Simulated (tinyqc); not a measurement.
Worked calculation: MP2 on RHF in the sto-6g basis, frozen core, for BH3, spin multiplicity 1. One step of it, computed by the program tinyqc.

Question. Iteration 1: diagonalisation and new density. Diagonalise F' = X^T F X, C = X C', fill 4 alpha and 4 beta electrons from the bottom; D = 2 C_occ C_occ^T. Each column has its largest component positive (the first on a tie).

Fock matrix F (hartree), lower triangle:
```
            1B 1s      1B 2s     1B 2px     1B 2py    1B 2pz      2H 1s      3H 1s      4H 1s
1B 1s   -7.403900
1B 2s   -2.110868  -1.219808
1B 2px  -0.000017  -0.000079  -0.016067
1B 2py   0.000000   0.000000   0.000000  -0.015826
1B 2pz   0.000643   0.005137   0.000002   0.000000  0.181723
2H 1s   -0.568387  -0.639702  -0.281767   0.000000  0.005170  -0.387594
3H 1s   -0.567747  -0.639290   0.140887  -0.243890  0.005166  -0.229176  -0.387211
4H 1s   -0.567747  -0.639290   0.140887   0.243890  0.005166  -0.229176  -0.229098  -0.387211
```

X:
```
                1          2          3          4          5          6          7          8
1B 1s   -0.333202   0.000457   0.000000   0.973628   0.074714   0.000000  -0.000002   0.179913
1B 2s    1.499266  -0.001412   0.000000  -0.042171   0.010932   0.000000  -0.000057   0.458720
1B 2px   0.001414   1.148360   0.000000  -0.000090  -0.000004   0.000000   0.593839   0.000071
1B 2py   0.000000   0.000000   1.147828   0.000000   0.000000   0.593909   0.000000   0.000000
1B 2pz  -0.021418   0.000016   0.000000  -0.079978   0.996702   0.000000   0.000000  -0.006385
2H 1s   -0.720291  -1.026066   0.000000  -0.178965  -0.013844   0.000000   0.442652   0.291297
3H 1s   -0.718088   0.514158  -0.888876  -0.178962  -0.013843   0.383465  -0.221479   0.291130
4H 1s   -0.718088   0.514158   0.888876  -0.178962  -0.013843  -0.383465  -0.221479   0.291130
```

Give: F' = X^T F X; orbital energies; coefficients C; D after iteration 1.

Answer.

F' = X^T F X (hartree), lower triangle:
```
        1        2       3        4        5        6        7        8
1  0.5530
2  0.0004   0.7253
3  0.0000   0.0000  0.7246
4  0.5898  -0.0011  0.0000  -6.3622
5  0.0413  -0.0001  0.0000  -0.5286   0.1390
6  0.0000   0.0000  0.1398   0.0000   0.0000  -0.2743
7  0.0002   0.1398  0.0000   0.0000   0.0000   0.0000  -0.2745
8  0.0698  -0.0002  0.0000  -2.3155  -0.1929   0.0000   0.0000  -1.7509
```

orbital energies (hartree): MO1 -7.4076, MO2 -0.8080, MO3 -0.2936, MO4 -0.2935, MO5 0.1817, MO6 0.6128, MO7 0.7438, MO8 0.7444

coefficients C:
```
            MO1      MO2      MO3      MO4      MO5      MO6      MO7      MO8
1B 1s    0.9929  -0.2340   0.0000   0.0000  -0.0059  -0.2374   0.0000  -0.0003
1B 2s    0.0285   0.6087  -0.0001   0.0000   0.0299   1.4450   0.0000   0.0021
1B 2px   0.0000   0.0000   0.4322   0.0000   0.0000  -0.0014   0.0000   1.2184
1B 2py   0.0000   0.0000   0.0000   0.4322   0.0000   0.0000   1.2180   0.0000
1B 2pz  -0.0002  -0.0024   0.0000   0.0000   0.9996  -0.0341   0.0000   0.0000
2H 1s   -0.0033   0.2533   0.5781   0.0000  -0.0111  -0.7538   0.0000  -0.9581
3H 1s   -0.0033   0.2531  -0.2892   0.5008  -0.0111  -0.7551  -0.8284   0.4775
4H 1s   -0.0033   0.2531  -0.2892  -0.5008  -0.0111  -0.7551   0.8284   0.4775
```

D after iteration 1, lower triangle:
```
          1B 1s    1B 2s   1B 2px   1B 2py   1B 2pz    2H 1s    3H 1s   4H 1s
1B 1s    2.0811
1B 2s   -0.2282   0.7427
1B 2px   0.0000   0.0000   0.3737
1B 2py   0.0000   0.0000   0.0000   0.3737
1B 2pz   0.0008  -0.0029   0.0000   0.0000   0.0000
2H 1s   -0.1252   0.3081   0.4998   0.0000  -0.0012   0.7968
3H 1s   -0.1251   0.3080  -0.2500   0.4329  -0.0012  -0.2061   0.7971
4H 1s   -0.1251   0.3080  -0.2500  -0.4329  -0.0012  -0.2061  -0.2062  0.7971
```
